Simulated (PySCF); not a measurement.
**Multinuclear NMR of C3H3FO2**

Mapped SMILES: `[O:1]=[C:2]([OH:3])/[CH:4]=[CH:5]/[F:6]`. Hydrogens are named by the atom that carries them.

PySCF 2.14 calculation with PBE0-D3(BJ)/def2-TZVP geometry and GIAO B97-2/pcSseg-2 shieldings; no solvent model, single conformer, no relativistic terms.

**Question.** Where does 19F resonate?

**Answer.** 
```tsv
atoms	environment	σ (ppm)	δ (ppm)
F6	vinylic fluorine	275.0	-97.7
```

Shieldings were converted by a linear fit to measured shifts: 19F: δ = 163.32 − 0.949σ +9.6 on sp3 carbon (rms 4.2 ppm, 161 shifts, 5.7 ppm with the 8 outliers that the fit left out vs CFCl3, solution or neat liquid). A few per cent of atoms miss by over 2 rms, more outside the fitted compound classes.

On a 500 MHz spectrometer 19F resonates near 470.5 MHz, so 1 ppm is 470.5 Hz.

**Question.** Where does 17O resonate?

**Answer.** 
```csv
atoms,environment,σ (ppm),δ (ppm)
O1,carbonyl oxygen,-47.5,319.0
O3,acid hydroxyl oxygen,119.2,161.2
```

Shieldings were converted by a linear fit to measured shifts: 17O: δ = 274.03 − 0.947σ (rms 12.2 ppm, 99 shifts vs liquid water, solution or neat liquid). Occasional misses reach two or three times the rms, and more in compound classes unlike the fitted ones.

On a 400 MHz spectrometer 17O resonates near 54.2 MHz, so 1 ppm is 54.2 Hz.

In solution the two oxygens of a carboxylic acid exchange roles by proton transfer and give one 17O line. Hydrogen bonding in solution shields acid and N–H amide carbonyl oxygens by tens of ppm.
